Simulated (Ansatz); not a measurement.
The input, for Ansatz 0.2.0:

```yaml
crystal:
  periodic: [false, false, false]
  atoms:
    - {symbol: Al, position_ang: [0.000000, 0.000000, 0.000000]}
    - {symbol: C, position_ang: [0.000000, 0.000000, 2.200000]}
basis:
  gaussian: {orbitals: cc-pVTZ}
magnetization: {spin_polarized: false, initial_magnetization: 1}
correlation: {active_space: {ras: {orbitals: [3, 1, 54], electrons: 7, max_holes: 2, max_particles: 2}, fixed_orbitals: true}}
```

```sh
$ ansatz run in.yaml --threads 1 --pin off --events-out ev --progress --plain --max-ram 2393MiB
```

Log:

```
393 factors; integrals over basis functions are off by at most 1.5e-3 eV
mean field evaluation 1: about -7604.9767 eV, gradient 1.6e1 eV
mean field evaluation 2: about -7605.0188 eV, gradient 1.6e1 eV
mean field evaluation 4: about -7606.4428 eV, gradient 3.3e0 eV
mean field evaluation 8: about -7606.7034 eV, gradient 9.3e-1 eV
mean field evaluation 16: about -7606.7196 eV, gradient 6.2e-5 eV
mean field evaluation 32: about -7607.9741 eV, gradient 5.2e-3 eV
mean field evaluation 64: about -7607.3532 eV, gradient 1.4e-5 eV
mean field evaluation 96: about -7606.7196 eV, gradient 2.5e-2 eV
mean field evaluation 128: about -7607.8713 eV, gradient 1.5e0 eV
mean field evaluation 160: about -7607.3364 eV, gradient 9.2e-1 eV
mean field evaluation 192: about -7607.3532 eV, gradient 6.6e-3 eV
mean field evaluation 224: about -7606.7196 eV, gradient 2.2e-5 eV
mean field -7607.97405275 eV, -279.5878895684 hartree, gradient 1.6e-6 eV, S^2 0.750000; 16 other end points of the search recorded, 0 dependent functions left out
reference -7607.97405275 eV, -279.5878895684 hartree; 10, 9 occupied and 54, 55 virtual orbitals, 393 factors
state -7612.56022301 eV, -279.7564282170 hartree
Total energy: -7612.56022301 eV, -279.7564282170 hartree
```

Natural occupations: 1.9524 1.9340 1.9164 0.9876 0.0443 0.0326 0.0316 0.0307 0.0106 0.0103 0.0089 0.0075 0.0057 0.0053 0.0036 0.0035 0.0025 0.0022 0.0018 0.0012 0.0008 0.0008 0.0008 0.0006.

Ran on 1 thread of Arm Neoverse V1, shared host: 3.8 s wall, 0.12 GiB peak host memory.
